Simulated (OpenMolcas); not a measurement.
**C2H2F2 (vinylidene fluoride): CCSD(T)/def2-SVP**

Aim: the vertical singlet–triplet gap of C2H2F2 (vinylidene fluoride) at CCSD(T)/def2-SVP, from 2 runs. 

The results are computed with OpenMolcas 26.06.

### 1 The structure to begin with

C2H2F2 has 6 atoms, charge 0, and is taken as a singlet. As SMILES, `C=C(F)F`. Geometry: relaxed at PBE0-D4/def2-TZVP.

Bond lengths: C1–C2 1.315 Å, C2–F3 1.313 Å, C2–F4 1.313 Å, C1–H5 1.079 Å, C1–H6 1.079 Å. Angles: C1–C2–F3 125.2°, C1–C2–F4 125.2°, F3–C2–F4 109.6°, C2–C1–H5 119.7°, C2–C1–H6 119.7°, H5–C1–H6 120.6°.

### 2 The energy at CCSD(T)/def2-SVP

File job.inp:

```
&GATEWAY
BasLib=$CurrDir
Coord
6
bohr
C     -0.21901926     0.89006100    -1.02876690
C      0.19842124    -0.74568593     0.79387394
F     -0.85963641    -0.68710442     3.03792372
F      1.73703625    -2.68737952     0.64817606
H      0.74493004     0.68143524    -2.81266836
H     -1.52236337     2.42792012    -0.72603278
Basis=def2-SVP
Group=NoSym
&SEWARD
&SCF
PrOrbitals=1 1
&RASSCF
FileOrb=$Project.ScfOrb
Spin=1
Nactel=0 0 0
Inactive=16
Ras2=0
OutOrbitals=Canonical
OrbListing=Nothing
&MOTRA
JobIph
Frozen=4
&CCSDT
CCT
Triples=2
Iterations=50
Extrapolation=5 4
```

The basis set def2-SVP is read from a file made from the Basis Set Exchange's data (not shown).

Command:

```console
$ export MOLCAS_MEM=1860
$ pymolcas job.inp > job.log
```

Output:

```text
--- Start Module: gateway ---
[...]
--- Stop Module: gateway /rc=_RC_ALL_IS_WELL_ ---
[...]
      Basis functions           66
[...]
       Convergence after  11 Iterations
[...]
::    Total SCF energy                               -275.5242268694
[...]
      Total spin, S                                     0.0000000000
[...]
      Number of active orbitals                  0
[...]
      Spin quantum number                      0.0
[...]
      Active orbitals                            0
[...]
      Number of CSFs                             1
[...]
      Number of root(s) required                 1
[...]
      Convergence after  4 iterations
[...]
      Natural orbitals and occupation numbers for root  1
      ************************************************************************************************************************
      *                                                    Final results                                                     *
      ************************************************************************************************************************
[...]
::    RASSCF root number  1 Total energy:   -275.52422687
[...]
      Total electronic charge=   32.000000
      Total            charge=   -0.000000
[...]
      Dipole Moment (debye):
      Origin of the operator (angstrom)=    0.1293   -0.4898    0.5261
                   X= -2.4587E-01               Y=  9.6319E-01               Z= -1.0733E+00           Total=  1.4630E+00
      Quadrupole Moment (debye*angstrom):
[...]
--- Start Module: motra ---
[...]
      *** WARNING: Default frozen orbitals is overwritten by user input.
      *** Default values:   4
[...]
--- Stop Module: motra /rc=_RC_ALL_IS_WELL_ ---
--- Start Module: ccsdt ---
[...]
      Convergence after                    14  Iterations
      Total energy (diff) :    -276.17295387      -0.00000005
[...]
 METHOD                       : CCSD+T(CCSD)+<T3(1)WT1> = CCSD(T)
[...]
       CCSD     =      -276.1729538725629
[...]
--- Stop Module: ccsdt /rc=_RC_ALL_IS_WELL_ ---
[...]
```

Run time: 17 s. Hardware: 1 thread of Intel Xeon Platinum 8375C at 2.90GHz (Ice Lake), shared host; peak memory 0.41 GiB.

### 3 The triplet

File job.input:

```
* C2H2F2 CCSD(T)

&GATEWAY
  BASLIB = $CurrDir
  COORD
  6
  bohr
  C     -0.21901926     0.89006100    -1.02876690
  C      0.19842124    -0.74568593     0.79387394
  F     -0.85963641    -0.68710442     3.03792372
  F      1.73703625    -2.68737952     0.64817606
  H      0.74493004     0.68143524    -2.81266836
  H     -1.52236337     2.42792012    -0.72603278
  BASIS = def2-SVP
  GROUP = NoSym

&SEWARD

&SCF
  UHF
  SPIN = 3
  PRORBITALS = 1 1

&RASSCF
  FILEORB = $Project.UnaOrb
  SPIN = 3
  NACTEL = 2 0 0
  INACTIVE = 15
  RAS2 = 2
  OUTORBITALS = Canonical
  ORBLISTING = Nothing

&MOTRA
  JOBIPH
  FROZEN = 4

&CCSDT
  CCT
  TRIPLES = 3
  ITERATIONS = 50
  EXTRAPOLATION = 5 4
```

The basis set def2-SVP is read from a file made from the Basis Set Exchange's data (not shown).

Command:

```console
$ export MOLCAS_MEM=1860
$ pymolcas job.input > job.log
```

Output:

```text
--- Start Module: gateway ---
[...]
--- Stop Module: gateway /rc=_RC_ALL_IS_WELL_ ---
[...]
      Basis functions           66
[...]
       Convergence after  16 Iterations
[...]
::    Total SCF energy                               -275.3767909128
[...]
      Total spin, S                                     1.0063416915
[...]
      Number of active orbitals                  2
[...]
      Spin quantum number                      1.0
[...]
      Active orbitals                            2
[...]
      Number of CSFs                             1
[...]
      Number of root(s) required                 1
[...]
      Convergence after  7 iterations
[...]
      printout of CI-coefficients larger than  0.05 for root  1
      energy=    -275.368198
      conf/sym  11     Coeff  Weight
             1  uu   1.00000 1.00000
      Natural orbitals and occupation numbers for root  1
      sym 1:   1.000000   1.000000
      ************************************************************************************************************************
      *                                                    Final results                                                     *
[...]
::    RASSCF root number  1 Total energy:   -275.36819816
[...]
      Total electronic charge=   32.000000
      Total            charge=   -0.000000
[...]
      Dipole Moment (debye):
      Origin of the operator (angstrom)=    0.1293   -0.4898    0.5261
                   X= -3.6813E-01               Y=  1.4423E+00               Z= -1.6072E+00           Total=  2.1906E+00
      Quadrupole Moment (debye*angstrom):
[...]
--- Start Module: motra ---
[...]
      *** WARNING: Default frozen orbitals is overwritten by user input.
      *** Default values:   4
[...]
--- Stop Module: motra /rc=_RC_ALL_IS_WELL_ ---
--- Start Module: ccsdt ---
[...]
      Convergence after                    14  Iterations
      Total energy (diff) :    -275.98915657      -0.00000005
[...]
 METHOD                       : CCSD+T(CCSD)+<T3(1)WT1>+<T3(1)UT2> = CCSD(T)
[...]
       CCSD     =      -275.9891565700142
[...]
--- Stop Module: ccsdt /rc=_RC_ALL_IS_WELL_ ---
[...]
```

It took 20 s on 1 thread of Intel Xeon Platinum 8375C at 2.90GHz (Ice Lake), shared host; peak memory 0.41 GiB.

### 4 Outcome

Level: CCSD(T)/def2-SVP, 4 core orbitals frozen.

| quantity | value |
| --- | --- |
| singlet: total energy | -276.18905 Eh |
| singlet: dipole moment (mean-field density) | 1.46 D |
| singlet: HOMO energy (Hartree–Fock orbitals) | -10.74 eV |
| singlet: LUMO energy (Hartree–Fock orbitals) | 4.91 eV |
| singlet: HOMO–LUMO gap (Hartree–Fock orbitals) | 15.65 eV |
| singlet: correlation energy (4 core orbitals frozen) | -664.8 mEh |
| singlet: (T) correction | -16.10 mEh |
| triplet: total energy | -276.00147 Eh |
| triplet: (T) correction | -12.31 mEh |
| vertical energy of the triplet above the singlet | 5.105 eV |

In words: At this shape the triplet lies 5.10 eV (493 kJ/mol) above the singlet. Mulliken charges (singlet) of the mean-field density run from -0.28 on F4 to +0.61 on C2. The triples (singlet) make up 2.4 % of the correlation energy.
